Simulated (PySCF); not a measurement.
## `c1cc[nH]c1`: ΔSCF against reference XPS values

Measured values to reproduce (core binding energies): N 1s of N4 406.15 eV [1]; N 1s of N4 406.18 eV [2]. Sources and the comparison follow the method.

C4H5N.
SMILES with atom numbers: `[cH:1]1[cH:2][cH:3][nH:4][cH:5]1`

Structure used (PBE0-D3(BJ)/def2-TZVP), in Å, numbered top down from 1:
```xyz
10
C4H5N angstrom
C      0.4018    1.1065   -0.0851
C     -0.8925    0.7063    0.3298
C     -0.9361   -0.6631    0.2680
N      0.2821   -1.0972   -0.1647
C      1.1054   -0.0325   -0.3834
H      0.7774    2.1151   -0.1559
H     -1.7019    1.3493    0.6376
H     -1.7287   -1.3566    0.4975
H      0.5346   -2.0579   -0.3034
H      2.1165   -0.1679   -0.7314
```

The calculation used delta-SCF UKS SCAN, pcX-3 on the ionised atom, pcseg-2 elsewhere, spin-free X2C (PySCF 2.14.0). Vertical ΔSCF values, vacuum level as zero.

```tsv
atom	environment	level	this calculation (eV)	reference (eV)	difference (eV)	source
N4	pyrrole-type nitrogen	N 1s	406.11	406.15	-0.04	[1]
N4	pyrrole-type nitrogen	N 1s	406.11	406.18	-0.07	[2]
```

[1] measured, gas; Chong, Molecules 2021, 26, 1947 (electron spectra of vapor-phase indole and four azaindoles)
[2] measured, gas; CORE65 (Golze, Keller, Rinke, J. Phys. Chem. Lett. 2020, 11, 1840), as tabulated in Jana, Herbert, J. Chem. Phys. 2023, 158, 094111, SI

Problem. How far is it from the measured entries?

Solution. Over the 2 different measured values (1 distinct line) the mean signed difference is -0.05 eV, the mean unsigned one 0.05 eV and the largest 0.07 eV. The calculation is vertical and has no vibrational structure, and measured positions depend on the energy calibration.

Problem. What does the calculation give for the levels without a reference value here?

Solution. C1/C2 C 1s 289.70 eV; C3/C5 C 1s 290.58 eV.

The listed C 1s values span 0.88 eV, from C1/C2 (bonded to 2 C (aromatic in the SMILES) and H) to C3/C5 (bonded to N (aromatic in the SMILES), C (aromatic in the SMILES) and H). Summing the Pauling electronegativity differences to the bonded atoms, each weighted by its formal bond order, gives -0.35 for the lowest site and +0.39 for the highest.

The first atom of each set that the bonding makes equivalent was ionised and stands for the set. Geometry: PBE0-D3(BJ)/def2-TZVP; no solvent, vibrations or thermal averaging.

Time: 41 s wall, 1.7 min CPU; peak memory 1.2 GiB. Hardware: 2 threads of an AMD EPYC 7R43, shared host with 256 logical CPUs at a one-minute load of 131.
